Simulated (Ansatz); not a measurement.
# singlet BNH2Cl+: levels of theory compared

Aim: a comparison of 6 runs (B2PLYP/STO-3G, CAM-B3LYP/STO-3G, PBE0/STO-3G, RPA@PBE/STO-3G, CCSDT(Q)/STO-3G, FCI/STO-3G) of singlet BNH2Cl+. 

The results are computed with Ansatz 0.2.0.

76 further runs of the same task are left out: 76 set aside as unsound or not needed.

## Step 1: Starting point

BNH2Cl+ has 5 atoms, charge +1, and is taken as a singlet. As SMILES of the parent species, `N[B]Cl`. Geometry: relaxed at PBE0-D4/def2-TZVP. This is one conformer, not always the lowest. That shape belongs to the parent species and isn't relaxed for this state.

Bond lengths: N1–B2 1.376 Å, B2–Cl3 1.746 Å, N1–H4 1.005 Å, N1–H5 1.010 Å. Angles: N1–B2–Cl3 124.3°, B2–N1–H4 122.3°, B2–N1–H5 123.4°, H4–N1–H5 114.3°.

## Step 2: The energy at B2PLYP/STO-3G (run 1)

The input, molecule.yaml:

```yaml
basis:
  gaussian:
    orbitals: STO-3G
crystal:
  periodic: [false, false, false]
  atoms:
    - symbol: N
      position_ang: [-0.334000, 0.412100, -0.256700]
    - symbol: B
      position_ang: [-0.098400, -0.544600, 0.704400]
    - symbol: Cl
      position_ang: [1.343200, -1.526200, 0.784600]
    - symbol: H
      position_ang: [-1.176700, 0.959900, -0.273100]
    - symbol: H
      position_ang: [0.315800, 0.625100, -1.000600]
total_charge: 1
hamiltonian:
  xc: {name: B2PLYP}
correlation:
  frozen_orbitals: {B: 1, Cl: 5, H: 0, "N": 1}
accuracy: high
```

The run is started by

```console
$ ansatz run molecule.yaml --threads 1 --pin off --max-ram 2610MiB --events-out events.jsonl --progress --plain --runs-dir runs
```

What it wrote:

```text
Warning: RAYON_NUM_THREADS=1 ignored (pool sized by the plan → 1); use --threads N
Functional definition: B2PLYP
  name "B2PLYP"
  parameter a = 0.53
  parameter c = 0.27
  exchange = (1 - a)*b88_x + a*exact_x
  correlation = (1 - c)*lyp_c + c*(mp2_os + mp2_ss)
371 factors; integrals over basis functions are off by at most 2.5e-8 eV
mean field evaluation 1: about -14537.2272 eV, gradient 3.1e1 eV
mean field evaluation 2: about -14537.2254 eV, gradient 3.1e1 eV
mean field evaluation 4: about -14540.9790 eV, gradient 1.1e0 eV
mean field evaluation 8: about -14540.9827 eV, gradient 2.3e-2 eV
mean field evaluation 16: about -14540.9827 eV, gradient 3.2e-7 eV
mean field -14540.98269243 eV, -534.3712577149 hartree, gradient 3.1e-8 eV, S^2 0.000000; 0 other end points of the search recorded, 0 dependent functions left out
7 core orbitals not correlated: weight in the atoms' cores, before any rotation towards them, 1.000 or more for the frozen orbitals, at most 0.000 for the correlated occupied ones
reference -14540.98270984 eV, -534.3712583547 hartree; 8, 8 occupied and 6, 6 virtual orbitals, 371 factors
second order -4.33602232 eV of doubles, -0.00000000 eV of singles
Total energy: -14542.15343587 eV, -534.4142817426 hartree
```

It took 1.5 s on 1 thread of Arm Neoverse V1, shared host; peak memory 0.099 GiB.

## Step 3: The energy at CAM-B3LYP/STO-3G (run 2)

The input, in.yaml:

```yaml
crystal:
  periodic: [false, false, false]
  atoms:
    - {symbol: "N", position_ang: [-0.334000, 0.412100, -0.256700]}
    - {symbol: B, position_ang: [-0.098400, -0.544600, 0.704400]}
    - {symbol: Cl, position_ang: [1.343200, -1.526200, 0.784600]}
    - {symbol: H, position_ang: [-1.176700, 0.959900, -0.273100]}
    - {symbol: H, position_ang: [0.315800, 0.625100, -1.000600]}
basis:
  gaussian: {orbitals: STO-3G}
accuracy: high
magnetization: {spin_polarized: false}
total_charge: 1
hamiltonian: {xc: {name: CAM-B3LYP}}
```

The run is started by

```console
$ ansatz run in.yaml --threads 1 --pin off --max-ram 2610MiB --events-out events.jsonl --progress --plain --runs-dir runs
```

What it wrote:

```text
Warning: RAYON_NUM_THREADS=1 ignored (pool sized by the plan → 1); use --threads N
Functional definition: CAM-B3LYP
  name "CAM-B3LYP"
  parameter alpha = 0.19
  parameter beta = 0.46
  parameter omega = 0.33/bohr
  parameter ac = 0.81
  exchange = (1 - alpha - beta)*b88_x + beta*b88_x_sr(omega) + alpha*exact_x + beta*exact_x_lr(omega)
  correlation = (1 - ac)*vwn5_c + ac*lyp_c
371 factors; integrals over basis functions are off by at most 2.5e-8 eV
165 factors; integrals over basis functions are off by at most 9.3e-10 eV
mean field evaluation 1: about -14543.7555 eV, gradient 3.3e1 eV
mean field evaluation 2: about -14540.7021 eV, gradient 5.1e1 eV
mean field evaluation 4: about -14548.0167 eV, gradient 6.4e-1 eV
mean field evaluation 8: about -14547.9787 eV, gradient 4.9e-3 eV
mean field evaluation 16: about -14547.9787 eV, gradient 3.2e-7 eV
mean field -14547.97865722 eV, -534.6283546787 hartree, gradient 8.2e-8 eV, S^2 0.000000; 0 other end points of the search recorded, 0 dependent functions left out
reference -14547.97867039 eV, -534.6283551628 hartree; 15, 15 occupied and 6, 6 virtual orbitals, 371 factors
Total energy: -14547.97867039 eV, -534.6283551628 hartree
```

Wall time 1.3 s (1 thread of Arm Neoverse V1, shared host); peak memory 0.097 GiB.

## Step 4: A single-point energy at PBE0/STO-3G (run 3)

The input, run.yaml:

```yaml
crystal:
  periodic: [false, false, false]
  atoms:
    - {symbol: N, position_ang: [-0.334000, 0.412100, -0.256700]}
    - {symbol: B, position_ang: [-0.098400, -0.544600, 0.704400]}
    - {symbol: Cl, position_ang: [1.343200, -1.526200, 0.784600]}
    - {symbol: H, position_ang: [-1.176700, 0.959900, -0.273100]}
    - {symbol: H, position_ang: [0.315800, 0.625100, -1.000600]}
basis:
  gaussian:
    orbitals: STO-3G
total_charge: 1
hamiltonian:
  xc: {name: PBE0}
accuracy: high
```

The run is started by

```console
$ ansatz run run.yaml --threads 1 --pin off --max-ram 2610MiB --events-out events.jsonl --progress --plain --runs-dir runs
```

What it wrote:

```text
Warning: RAYON_NUM_THREADS=1 ignored (pool sized by the plan → 1); use --threads N
Functional definition: PBE0
  name "PBE0"
  parameter a = 0.25
  parameter kappa = 0.804
  parameter beta = 0.06672455060314922
  exchange = (1 - a)*pbe_x(kappa = kappa, mu = beta*pi^2/3) + a*exact_x
  correlation = pbe_c(beta = beta)
371 factors; integrals over basis functions are off by at most 2.5e-8 eV
mean field evaluation 1: about -14539.5221 eV, gradient 3.4e1 eV
mean field evaluation 2: about -14525.7208 eV, gradient 7.7e1 eV
mean field evaluation 4: about -14543.7174 eV, gradient 2.6e0 eV
mean field evaluation 8: about -14543.7128 eV, gradient 3.5e-2 eV
mean field evaluation 16: about -14543.7128 eV, gradient 8.9e-8 eV
mean field -14543.71279016 eV, -534.4715869556 hartree, gradient 7.1e-9 eV, S^2 0.000000; 0 other end points of the search recorded, 0 dependent functions left out
reference -14543.71279151 eV, -534.4715870054 hartree; 15, 15 occupied and 6, 6 virtual orbitals, 371 factors
Total energy: -14543.71279151 eV, -534.4715870054 hartree
```

Run time: 1.1 s. Hardware: 1 thread of Arm Neoverse V1, shared host; peak memory 0.095 GiB.

Runs 4 to 5 aren't shown in full; the table further down has their settings and results.

## Step 5: The energy at FCI/STO-3G (run 6)

The input, input.yaml:

```yaml
crystal:
  periodic: [false, false, false]
  atoms:
    - symbol: "N"
      position_ang: [-0.334000, 0.412100, -0.256700]
    - symbol: B
      position_ang: [-0.098400, -0.544600, 0.704400]
    - symbol: Cl
      position_ang: [1.343200, -1.526200, 0.784600]
    - symbol: H
      position_ang: [-1.176700, 0.959900, -0.273100]
    - symbol: H
      position_ang: [0.315800, 0.625100, -1.000600]
basis:
  gaussian:
    orbitals: STO-3G
total_charge: 1
correlation:
  method: fci
  frozen_orbitals: {B: 1, Cl: 5, H: 0, "N": 1}
accuracy: high
```

The run is started by

```console
$ ansatz run input.yaml --threads 1 --pin off --max-ram 2610MiB --events-out events.jsonl --progress --plain --runs-dir runs
```

What it wrote:

```text
Warning: RAYON_NUM_THREADS=1 ignored (pool sized by the plan → 1); use --threads N
Functional definition: HF
  name "HF"
  exchange = exact_x
  correlation = 0
371 factors; integrals over basis functions are off by at most 2.5e-8 eV
mean field evaluation 1: about -14517.2299 eV, gradient 2.8e1 eV
mean field evaluation 2: about -14517.2652 eV, gradient 2.8e1 eV
mean field evaluation 4: about -14520.4176 eV, gradient 1.6e0 eV
mean field evaluation 8: about -14520.4361 eV, gradient 5.6e-2 eV
mean field -14520.43614843 eV, -533.6161861497 hartree, gradient 2.2e-8 eV, S^2 0.000000; 0 other end points of the search recorded, 0 dependent functions left out
7 core orbitals not correlated: weight in the atoms' cores, before any rotation towards them, 1.000 or more for the frozen orbitals, at most 0.000 for the correlated occupied ones
reference -14520.43614843 eV, -533.6161861497 hartree; 8, 8 occupied and 6, 6 virtual orbitals, 371 factors
state -14524.37528007 eV, -533.7609465675 hartree
Total energy: -14524.37528007 eV, -533.7609465675 hartree
```

Run time: 64 s. Hardware: 1 thread of Arm Neoverse V1, shared host; peak memory 0.72 GiB.

## Step 6: The series

| run | level | frozen core orbitals | energy (Eh) | wall time |
| --- | --- | --- | --- | --- |
| 1 | B2PLYP/STO-3G | 7 | -534.414282 | 1.5 s |
| 2 | CAM-B3LYP/STO-3G | – | -534.628355 | 1.3 s |
| 3 | PBE0/STO-3G | – | -534.471587 | 1.1 s |
| 4 | RPA@PBE/STO-3G | 7 | -533.828428 | 1.7 s |
| 5 | CCSDT(Q)/STO-3G | 7 | -533.761134 | 0.52 s |
| 6 | FCI/STO-3G | 7 | -533.760947 | 64 s |

## Step 7: Results

```
                                          quantity          value
                               run 6: total energy  -533.76095 Eh
run 6: correlation energy (7 core orbitals frozen)     -144.8 mEh
```

In words: Against full CI in this basis: CCSDT(Q) -0.2 mEh. Totals of different functionals can't be ranked against each other. In runs 1, 2, 3, 4, 5, 6 the basis is minimal, so the values are rough. All runs together took 70 s, the longest 64 s.
